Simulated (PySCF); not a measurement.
# C4H7NO: electronic excitations and core binding energies

Aim: predict the electronic excitations and core binding energies of C4H7NO (`[H]/N=C/[C@H](C)C=O`).

Computed with PySCF 2.14.0, with density-fitted response routines of our own, on a single molecule in the gas phase. Atoms count from 0, in the outputs and in this text.

### Step 1. The starting structure

13 atoms, charge 0, multiplicity 1; geometry from: GFN2-xTB.

Bonds of the start (Å): C0–C1 1.54, C1–C2 1.50, C2–N3 1.25, C1–C4 1.51, C4–O5 1.20, C0–H6 1.09, C0–H7 1.09, C0–H8 1.09, C1–H9 1.09, C2–H10 1.10, N3–H11 1.02, C4–H12 1.11.

### Step 2. Excited states and response: CAM-B3LYP/def2-SVPD

The job: settings as JSON, then the geometry in Å.

```
{"job": {"kind": "uv", "xc": "CAM-B3LYP", "basis": "def2-SVPD", "nstates": 8, "ntriplets": 3}, "charge": 0, "multiplicity": 1}
C     -1.047187    -0.919385     0.434815
C     -0.124343     0.298096     0.274481
C      1.238878    -0.130062    -0.175605
N      2.218040     0.006767     0.593019
C     -0.763575     1.245862    -0.711735
O     -0.334433     1.548376    -1.786612
H     -0.655948    -1.579342     1.204417
H     -2.046732    -0.600283     0.720589
H     -1.111119    -1.471595    -0.500363
H     -0.034874     0.809540     1.238289
H      1.273140    -0.548778    -1.189315
H      3.115667    -0.303690     0.227684
H     -1.731904     1.644981    -0.347393
```

Level: TDDFT CAM-B3LYP/def2-SVPD, vertical, gas phase, core orbitals frozen in the response.

**Question.** This job is followed by: delta-SCF UKS SCAN, pcX-2 on the ionised atom, pcseg-1 elsewhere, spin-free X2C. What will the session give for the following? lowest singlet (CAM-B3LYP/def2-SVPD); brightest single state of those computed; lowest triplet; C1s binding energies, SCAN/pcX-2 (standing for 3 of 4 atoms); N1s binding energies, SCAN/pcX-2; O1s binding energies, SCAN/pcX-2.

**Answer**, as computed:

| quantity | value |
| --- | --- |
| lowest singlet (CAM-B3LYP/def2-SVPD) | 4.34 eV (286 nm), f = 0.000 |
| brightest single state of those computed | state 8, 8.07 eV, f = 0.040 |
| lowest triplet | 3.75 eV |
| C1s binding energies, SCAN/pcX-2 (standing for 3 of 4 atoms) | C2 292.17, C1 291.23, C0 291.22 eV |
| N1s binding energies, SCAN/pcX-2 | N3 404.75 eV |
| O1s binding energies, SCAN/pcX-2 | O5 538.32 eV |

**Reading.** The lowest singlet, at 4.34 eV, is HOMO→LUMO 0.57, HOMO−1→LUMO 0.38 and is dark; of the 8 states computed, the strongest absorption comes from state 8 at 8.07 eV (the last computed, so partners may be missing). The lowest triplet lies 0.59 eV below the lowest singlet (triplets in Tamm-Dancoff, singlets in full TDDFT). The C1s levels kept as sound span 0.96 eV, from C0 (carbon bonded to C, 3 H) up to C2 (carbon bonded to C, N, H). Only 3 of the 4 C atoms are covered by sound results.
